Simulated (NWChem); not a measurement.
**One shape, several levels: C4H5N (3-butenenitrile)**

We compute a comparison of 6 runs (HF/def2-SVP, r2SCAN/6-31G*, B3LYP/cc-pVDZ, PBE/def2-SVP, PBE0/def2-SVP, BLYP/def2-TZVP) of C4H5N (3-butenenitrile). 

The calculation is run with NWChem 7.3.0.

## Step 1: The system as given

C4H5N has 10 atoms, charge 0, and is taken as a singlet. As SMILES, `C=CCC#N`. The shape is that of a PBE0-D4/def2-TZVP optimisation. This is one conformer, not always the lowest.

Bond lengths: C1–C2 1.322 Å, C2–C3 1.502 Å, C3–C4 1.453 Å, C4–N5 1.149 Å, C1–H6 1.085 Å, C1–H7 1.083 Å, C2–H8 1.086 Å, C3–H9 1.096 Å, C3–H10 1.096 Å. Some angles: C1–C2–C3 125.6°, C2–C3–C4 113.9°, C3–C4–N5 179.2°, C1–C2–H8 120.3°, C3–C2–H8 114.1°, C2–C1–H6 121.8°, C2–C1–H7 120.8°, C2–C3–H9 110.1°, C2–C3–H10 110.1°, C4–C3–H9 108.3°.

## Step 2: Energy and forces at HF/def2-SVP (run 1)

run.py

```python
from ase import Atoms
from ase.calculators.nwchem import NWChem

system = Atoms('CCCCNHHHHH', positions=[
    [-1.129800, -0.688300, -0.726400],
    [-0.331500, -0.736700, 0.326700],
    [0.719500, 0.278700, 0.674500],
    [0.811600, 1.377200, -0.272100],
    [0.873900, 2.238900, -1.029700],
    [-1.078900, 0.123300, -1.444900],
    [-1.863000, -1.465500, -0.902800],
    [-0.403000, -1.561200, 1.030500],
    [0.524400, 0.697000, 1.668600],
    [1.702000, -0.202800, 0.738800],
])

calc = NWChem(
    label='mymol',
    theory='scf',
    memory='2200 mb',
    basis='def2-SVP',
    basispar='spherical bse',
    scf={'nopen': '0', 'rhf': None, 'thresh': '1e-08', 'maxiter': '80'},
)
system.calc = calc

forces = system.get_forces()
print(f"energy = {system.get_potential_energy():.6f} eV")
print("forces (eV/A):")
for s, f in zip(system.symbols, forces):
    print(f"{s:2s} {f[0]:10.5f} {f[1]:10.5f} {f[2]:10.5f}")
print("dipole (e A):", system.get_dipole_moment().round(4))
```

Launch:

```console
$ export ASE_NWCHEM_COMMAND="nwchem PREFIX.nwi > PREFIX.nwo"
$ python run.py
```

Output:

```text
energy = -5677.501483 eV
forces (eV/A):
C     0.05266   -0.04170    0.09955
C    -0.24364   -0.15000   -0.16306
C     0.22585   -0.33820    0.61902
C     0.21633    2.24884   -1.91763
N    -0.09842   -1.72069    1.55120
H    -0.05363   -0.10326    0.03476
H     0.01933    0.02854   -0.00144
H    -0.02144    0.03913   -0.06294
H     0.01460   -0.02895   -0.12845
H    -0.11169    0.06628   -0.03096
dipole (e A): [-0.0722 -0.6285  0.5176]
```

The calculator wrote mymol.nwi:

```
title "mymol"

permanent_dir mymol

scratch_dir mymol

start mymol

geometry units angstrom nocenter noautosym noautoz
  C  -1.1297999999999999e+00 -6.8830000000000002e-01 -7.2640000000000005e-01
  C  -3.3150000000000002e-01 -7.3670000000000002e-01 3.2669999999999999e-01
  C  7.1950000000000003e-01 2.7870000000000000e-01 6.7449999999999999e-01
  C  8.1159999999999999e-01 1.3772000000000000e+00 -2.7210000000000001e-01
  N  8.7390000000000001e-01 2.2389000000000001e+00 -1.0297000000000001e+00
  H  -1.0789000000000000e+00 1.2330000000000001e-01 -1.4449000000000001e+00
  H  -1.8630000000000000e+00 -1.4655000000000000e+00 -9.0280000000000005e-01
  H  -4.0300000000000002e-01 -1.5611999999999999e+00 1.0305000000000000e+00
  H  5.2439999999999998e-01 6.9699999999999995e-01 1.6686000000000001e+00
  H  1.7020000000000000e+00 -2.0280000000000001e-01 7.3880000000000001e-01
end

memory 2200 mb

basis spherical bse noprint
   * library def2-SVP
end

scf
  nopen 0
  rhf
  thresh 1e-08
  maxiter 80
end

task scf gradient
```

mymol.nwo:

```text
Northwest Computational Chemistry Package (NWChem) 7.3.0
             --------------------------------------------------------

           Job information
           ---------------

    nwchem branch   = 7.3.0
    use scalapack   = T
    input           = mymol.nwi
    prefix          = mymol.
    data base       = mymol/mymol.db
    status          = startup
    nproc           =        1

           Memory information
           ------------------

[... 5 lines left out ...]
    hardfail = no
[... 134 lines left out ...]
         Quadratically convergent ROHF
[... 15 lines left out ...]
       Final RHF  results
[... 4 lines left out ...]
      Two-electron energy =    212.529017665600
[... 37 lines left out ...]
                       ROHF Final Molecular Orbital Analysis
[... 247 lines left out ...]
                 ----------------------------------------
                 |  Time  |  1-e(secs)   |  2-e(secs)   |
                 ----------------------------------------
                 |  CPU   |       0.01   |       1.94   |
                 ----------------------------------------
                 |  WALL  |       0.01   |       1.94   |
                 ----------------------------------------

 Task  times  cpu:       18.5s     wall:       18.5s
 Total times  cpu:       18.5s     wall:       18.5s
```

Wall time 20 s (1 thread of Intel Xeon Platinum 8488C (Sapphire Rapids), shared host); peak memory 0.1 GiB.

## Step 3: Energy and gradient at r2SCAN/6-31G(d) (spherical functions) (run 2)

nw.nw

```
start nw
title "C4H5N"
memory total 2200 mb

geometry units angstroms noautosym nocenter noautoz
   C       -1.129800      -0.688300      -0.726400
   C       -0.331500      -0.736700       0.326700
   C        0.719500       0.278700       0.674500
   C        0.811600       1.377200      -0.272100
   N        0.873900       2.238900      -1.029700
   H       -1.078900       0.123300      -1.444900
   H       -1.863000      -1.465500      -0.902800
   H       -0.403000      -1.561200       1.030500
   H        0.524400       0.697000       1.668600
   H        1.702000      -0.202800       0.738800
end

basis spherical bse
   * library 6-31G*
end

dft
   xc r2scan
   grid xfine
   convergence energy 1e-08
   iterations 100
   mulliken
   print low
end

task dft gradient
```

Launch:

```console
$ nwchem nw.nw > nw.out
```

Output:

```text
[...]
 d= 0,ls=0.0,diis     1   -209.9019779890 -3.53D+02  2.41D-02  7.68D-01     5.0
[...]
 d= 0,ls=0.0,diis    11   -210.0026354505 -4.19D-09  5.93D-07  7.95D-09    52.4
         Total DFT energy =     -210.002635450527
      One electron energy =     -565.629364743961
           Coulomb energy =      242.499666104402
    Exchange-Corr. energy =      -30.284138876886
 Nuclear repulsion energy =      143.411202065918
[...]
                         DFT ENERGY GRADIENTS
    atom               coordinates                        gradient
                 x          y          z           x          y          z
   1 C      -2.135012  -1.300698  -1.372697    0.005962  -0.000563   0.008164
   2 C      -0.626444  -1.392161   0.617373   -0.003680   0.002336  -0.006880
   3 C       1.359658   0.526667   1.274620   -0.001224  -0.000505  -0.001141
   4 C       1.533702   2.602531  -0.514194    0.001464   0.024739  -0.022015
   5 N       1.651432   4.230908  -1.945851   -0.001908  -0.028852   0.025502
   6 H      -2.038825   0.233003  -2.730465    0.000129  -0.001867   0.001920
   7 H      -3.520560  -2.769393  -1.706045    0.002127   0.002001   0.000733
   8 H      -0.761560  -2.950240   1.947363   -0.000146   0.002124  -0.002261
   9 H       0.990972   1.317139   3.153197    0.000224  -0.000927  -0.003282
  10 H       3.216314  -0.383236   1.396130   -0.002948   0.001516  -0.000740
[...]
```

It took 64 s on 1 thread of Intel Xeon Platinum 8488C (Sapphire Rapids), shared host; peak memory 0.14 GiB.

Runs 3 to 4 aren't shown in full; the table further down has their settings and results.

## Step 4: Energy and forces at PBE0/def2-SVP (run 5)

c4h5n.nw

```
start c4h5n
title "C4H5N gradient"
memory 2200 mb
geometry units angstrom noautosym nocenter noautoz
  C       -1.129800      -0.688300      -0.726400
  C       -0.331500      -0.736700       0.326700
  C        0.719500       0.278700       0.674500
  C        0.811600       1.377200      -0.272100
  N        0.873900       2.238900      -1.029700
  H       -1.078900       0.123300      -1.444900
  H       -1.863000      -1.465500      -0.902800
  H       -0.403000      -1.561200       1.030500
  H        0.524400       0.697000       1.668600
  H        1.702000      -0.202800       0.738800
end
basis spherical bse
  * library def2-SVP
end
dft
  xc pbe0
  grid fine
  convergence energy 1e-08
  iterations 100
  mulliken
end
task dft gradient
```

Launch:

```console
$ nwchem c4h5n.nw > c4h5n.out
```

Output:

```text
[...]
          Wavefunction type:  closed shell.
          No. of atoms     :    10
          No. of electrons :    36
[...]
          Charge           :     0
          Spin multiplicity:     1
[...]
          AO basis - number of functions:    95
[...]
              XC Information
              --------------
                         PBE0 Method XC Functional
                     Hartree-Fock (Exact) Exchange  0.250
          PerdewBurkeErnzerhof Exchange Functional  0.750
            Perdew 1991 LDA Correlation Functional  1.000 local
           PerdewBurkeErnz. Correlation Functional  1.000 non-local
[...]
 d= 0,ls=0.0,diis     1   -209.6352048533 -3.53D+02  1.49D-02  6.94D-01     2.3
[...]
 d= 0,ls=0.0,diis    11   -209.7310225066 -2.06D-09  2.90D-07  1.53D-09    21.7
         Total DFT energy =     -209.731022506571
      One electron energy =     -565.297124259509
           Coulomb energy =      242.259219129931
    Exchange-Corr. energy =      -30.104319442911
 Nuclear repulsion energy =      143.411202065918
[...]
      Total Density - Mulliken Population Analysis
     ---------------------------------------------
    Atom       Charge   Shell Charges
 -----------   ------   -------------------------------------------------------
    1 C    6     6.03   1.99  0.89  0.22  2.06  0.83  0.03
    2 C    6     6.18   1.99  0.91  0.30  2.06  0.89  0.04
    3 C    6     5.84   1.99  0.92 -0.11  2.15  0.87  0.04
    4 C    6     6.27   1.99  0.95  0.23  2.04  1.02  0.05
    5 N    7     7.02   1.99  1.08  0.53  2.22  1.17  0.03
    6 H    1     0.94   0.74  0.17  0.03
    7 H    1     0.94   0.74  0.18  0.02
    8 H    1     0.95   0.75  0.18  0.02
    9 H    1     0.91   0.73  0.16  0.02
   10 H    1     0.91   0.73  0.16  0.02
[...]
  wavefunction    = closed shell
[...]
```

It took 27 s on 1 thread of Intel Xeon Platinum 8488C (Sapphire Rapids), shared host; peak memory 0.12 GiB.

## Step 5: Energy and forces at BLYP/def2-TZVP (run 6)

job.nw

```
start job
title "C4H5N gradient"
memory total 2200 mb

geometry units au noautosym nocenter noautoz
   C   -2.13501258  -1.30069849  -1.37269706
   C   -0.62644421  -1.39216124   0.61737352
   C    1.35965795   0.52666667   1.27462027
   C    1.53370172   2.60253082  -0.51419448
   N    1.65143166   4.23090782  -1.94585099
   H   -2.03882552   0.23300323  -2.73046528
   H   -3.52055977  -2.76939364  -1.70604475
   H   -0.76155963  -2.95024043   1.94736277
   H    0.99097238   1.31713911   3.15319701
   H    3.21631386  -0.38323646   1.39612966
end

basis spherical bse
   * library def2-TZVP
end

dft
   xc becke88 lyp
   grid fine
   convergence energy 1e-08
   iterations 100
   mulliken
end

task dft gradient
```

Launch:

```console
$ nwchem job.nw > job.out
```

Output:

```text
[...]
          Wavefunction type:  closed shell.
          No. of atoms     :    10
          No. of electrons :    36
[...]
          Charge           :     0
          Spin multiplicity:     1
[...]
          AO basis - number of functions:   185
[...]
              XC Information
              --------------
                    Becke 1988 Exchange Functional  1.000
              Lee-Yang-Parr Correlation Functional  1.000
[...]
 d= 0,ls=0.0,diis     1   -210.0233539921 -3.53D+02  1.57D-02  1.29D+00     9.7
[...]
 d= 0,ls=0.0,diis    12   -210.1429862849 -6.78D-09  1.90D-07  2.64D-09   105.0
         Total DFT energy =     -210.142986284898
      One electron energy =     -565.784883117777
           Coulomb energy =      242.592052680657
    Exchange-Corr. energy =      -30.361347552197
 Nuclear repulsion energy =      143.411191704419
[...]
      Total Density - Mulliken Population Analysis
     ---------------------------------------------
    Atom       Charge   Shell Charges
 -----------   ------   -------------------------------------------------------
    1 C    6     6.23   0.86  1.11  0.55  0.63  0.13  1.35  1.10  0.46  0.02  0.02  0.00
    2 C    6     6.12   0.86  1.11  0.55  0.59  0.12  1.35  1.10  0.35  0.02  0.05  0.01
    3 C    6     6.03   0.85  1.11  0.52  0.65  0.02  1.38  1.08  0.34  0.02  0.05  0.00
    4 C    6     6.29   0.86  1.11  0.58  0.63  0.06  1.36  1.15  0.45  0.02  0.06  0.02
    5 N    7     6.93   0.82  1.15  0.64  0.78  0.20  1.47  1.21  0.62  0.01  0.02  0.00
    6 H    1     0.87   0.28  0.48  0.09  0.02
    7 H    1     0.89   0.28  0.48  0.10  0.02
    8 H    1     0.90   0.28  0.49  0.11  0.02
    9 H    1     0.87   0.28  0.48  0.09  0.02
   10 H    1     0.87   0.28  0.48  0.09  0.02
[...]
  wavefunction    = closed shell
[...]
```

Run time: 2.4 min. Hardware: 1 thread of Intel Xeon Platinum 8488C (Sapphire Rapids), shared host; peak memory 0.14 GiB.

## Step 6: All runs side by side

| run | level | iteration cap | module | energy (Eh) | dipole moment (D) | HOMO energy (eV) | LUMO energy (eV) | wall time |
| --- | --- | --- | --- | --- | --- | --- | --- | --- |
| 1 | HF/def2-SVP | 80 | scf | -208.644333 | 3.93 | -10.59 | 4.14 | 20 s |
| 2 | r2SCAN/6-31G* (spherical functions) | 100 | dft | -210.002635 | – | – | – | 64 s |
| 3 | B3LYP/cc-pVDZ | 100 | dft | -210.154484 | 3.59 | -7.69 | -0.09 | 39 s |
| 4 | PBE/def2-SVP | 100 | dft | -209.711787 | 3.56 | -6.83 | -1.01 | 24 s |
| 5 | PBE0/def2-SVP | 100 | dft | -209.731023 | 3.68 | -8.04 | 0.04 | 27 s |
| 6 | BLYP/def2-TZVP | 100 | dft | -210.142986 | 3.82 | -6.81 | -1.12 | 2.4 min |

## Step 7: Outcome

| quantity | value |
| --- | --- |
| run 6: total energy | -210.14299 Eh |
| run 6: dipole moment | 3.82 D |
| run 6: HOMO energy | -6.81 eV |
| run 6: LUMO energy | -1.12 eV |
| run 6: HOMO–LUMO gap | 5.69 eV |
| run 6: largest force on an atom | 1.454 eV/Å |

What this shows: Over runs 1, 3, 4, 5, 6 the dipole moment (its size) runs from 3.56 D (PBE/def2-SVP) to 3.93 D (HF/def2-SVP). Over runs 1, 3, 4, 5, 6 the HOMO–LUMO gap runs from 5.69 eV (BLYP/def2-TZVP) to 14.73 eV (HF/def2-SVP). The two ends differ in method and basis. Totals of different functionals can't be ranked against each other. All runs together took 5.3 min, the longest 2.4 min.
